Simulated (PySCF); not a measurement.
# NH4+: magnetic properties

One table from this session's results is given with a row withheld; the runs are named, their logs left out.

Computed with PySCF 2.14.0 and routines of our own; the level stands in each step. Atoms count from 0.

## The starting structure

5 atoms, charge 1, multiplicity 1; geometry from: GFN2-xTB.

Set-up of the first run:

What the job is given:

```
{"job": {"xc": "PBE0", "basis": "def2-SVP", "d3": "d3bj", "grid": 1, "kind": "geom"}, "charge": 1, "multiplicity": 1}
N      0.001742     0.000559    -0.003445
H      0.866582    -0.558275    -0.012119
H      0.184582     0.922645    -0.423535
H     -0.317972     0.123180     0.967583
H     -0.726312    -0.485257    -0.545669
```

On the command line:

```sh
$ OMP_NUM_THREADS=1 python excited_run.py task.json out
```

One launch serves the whole session: the jobs run in the order shown.

Among the steps run: Relaxing the molecule at PBE0-D3(BJ)/def2-SVP; Magnetic properties: GIAO HF/aug-pcSseg-2; Magnetic properties: GIAO LDA/aug-pcSseg-2; Magnetic properties: GIAO PBE/aug-pcSseg-2; Magnetic properties: GIAO BLYP/aug-pcSseg-2; Magnetic properties: GIAO BP86/aug-pcSseg-2; Magnetic properties: GIAO OPBE/aug-pcSseg-2; Magnetic properties: GIAO OLYP/aug-pcSseg-2; Magnetic properties: GIAO KT1/aug-pcSseg-2; Magnetic properties: GIAO KT2/aug-pcSseg-2; Magnetic properties: GIAO KT3/aug-pcSseg-2; Magnetic properties: GIAO B97-D/aug-pcSseg-2; Magnetic properties: GIAO HCTH407/aug-pcSseg-2.

One of the session's tables, all rows but one given; the rest of the session is left out.

| level | gap (eV) |
| --- | --- |
| GIAO HF/aug-pcSseg-2 | 23.08 |
| GIAO LDA/aug-pcSseg-2 | 14.06 |
| GIAO PBE/aug-pcSseg-2 | ? |
| GIAO BLYP/aug-pcSseg-2 | 13.76 |
| GIAO BP86/aug-pcSseg-2 | 14.23 |
| GIAO OPBE/aug-pcSseg-2 | 14.07 |
| GIAO OLYP/aug-pcSseg-2 | 13.60 |
| GIAO KT1/aug-pcSseg-2 | 13.99 |
| GIAO KT2/aug-pcSseg-2 | 14.15 |
| GIAO KT3/aug-pcSseg-2 | 13.90 |
| GIAO B97-D/aug-pcSseg-2 | 14.15 |
| GIAO HCTH407/aug-pcSseg-2 | 14.07 |

**Question.** Estimate the row for GIAO PBE/aug-pcSseg-2.

As computed: gap (eV): 14.01. In the column «gap (eV)» it lies between GIAO KT1/aug-pcSseg-2 (13.99) and GIAO LDA/aug-pcSseg-2 (14.06).

Caveats from the session: For an ion, the motion of the centre of mass in the field is left out. Vibrational averaging and real surroundings are missing from these values.
